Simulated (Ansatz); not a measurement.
Zinc-blende MgTe (metastable phase), treated with RPBE (Ansatz, a first-principles code, PAW).

Numerical settings: plane-wave cutoff 520 eV, 10×10×10 k mesh, Fermi–Dirac smearing 0.01 eV, scalar-relativistic PAW data made under PBE.

A third-order Birch–Murnaghan fit to the energies gives V0 = 35.655 Å³/atom, B0 = 31.4 GPa, B′ = 4.2.

```csv
V (Å³/atom),P (GPa)
33.541,2.176
34.255,1.366
34.968,0.635
35.682,-0.023
36.396,…
37.109,…
37.823,-1.637
```

Estimate the withheld pressures from this fit; the answers are the runs' own values.


- 36.396, P (GPa): -0.618
- 37.109, P (GPa): -1.153

The formula P = (3/2) B0 (x^(7/3) − x^(5/3)) [1 + (3/4)(B′ − 4)(x^(2/3) − 1)] with x = V0/V meets the computed pressures within 0.01 GPa when these rounded values are put in.

Measured, for comparison: equilibrium volume per atom 33.08 Å³/atom (room temperature, no zero-point or thermal correction, from epitaxial CdTe/MgTe superlattices; as tabulated in Lucero et al. (2012), arXiv:1111.4515). Computed (rounded) less measured: equilibrium volume per atom +7.8 %.

Spin–orbit coupling is not included.

Computed values are for the static lattice.

Cost on a shared machine: roughly 40 core-seconds.
